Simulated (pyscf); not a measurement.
**Four-centre exchange: `[NH3]` + `[NH2][SiH3]` → `[NH2][SiH3]` + `[NH3]`**

Gas phase, singlet surface, charge 0. Bonds broken: N1–H9, Si2–N8. Bonds formed: N1–Si2, N8–H9. Optimised with ωB97X-D3(BJ)/def2-SVP in PySCF.

Transition state (Å):

```xyz
11

N     -1.3474    -0.3084    -0.7300
Si    -0.1923     0.5064     0.6030
H     -0.9719    -0.2909    -1.6793
H     -1.6228    -1.2685    -0.5184
H     -0.4342     0.1596     2.0455
H      0.6024     1.7143     0.1923
H      0.9083    -0.5360     0.3448
N     -1.8875     1.6058     0.5778
H     -2.0602     0.5890    -0.3744
H     -2.4319     1.6061     1.4407
H     -1.7843     2.5778     0.2852
```

One imaginary mode, 1122i cm⁻¹; descent along it reached the two sides named, in the forms told below.

```csv
bond,change,reactant side (Å),saddle,product side
N1–H9,breaks,1.020,1.200,2.251
Si2–N8,breaks,1.729,2.021,3.3
N1–Si2,forms,3.3,1.943,1.754
N8–H9,forms,3.8,1.404,1.024
```

Electronic energies relative to the separated reactants (eV):

| level | barrier | reaction energy | reverse barrier |
|---|---|---|---|
| ωB97X-D3(BJ)/def2-TZVP | 1.31 | 0.00 | 1.31 |
| PBE/def2-TZVP | 1.11 | 0.00 | 1.11 |
| r²SCAN/def2-TZVP | 1.21 | 0.00 | 1.21 |
| B3LYP-D3(BJ)/def2-TZVP | 1.33 | 0.00 | 1.33 |
| PBE0-D3(BJ)/def2-TZVP | 1.17 | 0.00 | 1.17 |
| M06-2X/def2-TZVP | 1.32 | 0.00 | 1.32 |
| ωB97M-D3(BJ)/def2-TZVP | 1.32 | 0.00 | 1.32 |
| HF/def2-TZVP | 2.15 | 0.00 | 2.15 |

With ωB97M-D3(BJ)/def2-TZVP energies and thermal terms (ideal gas, 1 atm, RRHO with modes under 100 cm⁻¹ raised to 100, one conformer, R ln 2 for chiral ones without a mode under 150 cm⁻¹), in eV:

| T (K) | ΔH‡ | ΔG‡ | ΔH | ΔG |
|---|---|---|---|---|
| 298 | 1.27 | 1.76 | 0.00 | 0.00 |
| 600 | 1.27 | 2.26 | 0.00 | 0.00 |
| 900 | 1.30 | 2.75 | 0.00 | 0.00 |
| 1200 | 1.33 | 3.23 | 0.00 | 0.00 |

On the reactant side the descent ends in a complex (not fully relaxed), 0.22 eV under the separated species and 1.53 eV under the saddle at ωB97X-D3(BJ)/def2-TZVP. This is the saddle that the search found; another between the same sides may lie lower.
